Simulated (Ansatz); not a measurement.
**How far each method lies from UCCSDT(Q) for HCGe, quartet**

Geometry: displaced at random from a stationary point.

```xyz
3

Ge    0.0242    0.0131    0.3088
C    -0.1407   -0.1294   -1.6611
H    -0.0641    0.5948   -2.4641
```

Basis cc-pVDZ; Ansatz 0.2.0. Correlated methods freeze the noble-gas cores and the filled d shells of p-block atoms, which leaves 9 electrons in 31 orbitals. Prefix R: restricted or restricted open-shell reference; prefix U: unrestricted. Active spaces: valence = (9e, 9o) chosen from the atoms' valence shells. No spin–orbit coupling is included, and no scalar relativity.

Full CI isn't at hand for all of this; UCCSDT(Q) serves as the reference, and is uncertain by about the last step of the cluster series. The frozen core follows each run's orbitals, which can shift R against U totals by a few meV for light atoms and by up to 0.1 eV past Ca.

The UHF ⟨S²⟩ is 3.779. The T1 diagnostic (RCCSD) is 0.0290, the largest doubles amplitude (RCCSD) is 0.049 and the T1 diagnostic (UCCSD) is 0.0281.

Problem. From what is known of these methods and the diagnostics, rank them by the size of their error in total energy against UCCSDT(Q) in cc-pVDZ, smallest first (an estimate: the text doesn't fix the numbers).
A. UCCSD(T)
B. UCCSDT
C. UHF
D. UMP2
E. UCCSD

Solution. B (0.32 mEh), A (1.53 mEh), E (6.28 mEh), D (39.52 mEh), C (177.13 mEh).

All errors are against UCCSDT(Q) in cc-pVDZ. Within each family the higher level lies nearer, as is usual though not guaranteed.

Natural occupations of CASSCF (valence space) about the gap: 1.980 1.975 1.947 1.003 0.999 0.992 0.048 0.033 0.023; effectively unpaired electrons, Σ n²(2−n)², 3.03.
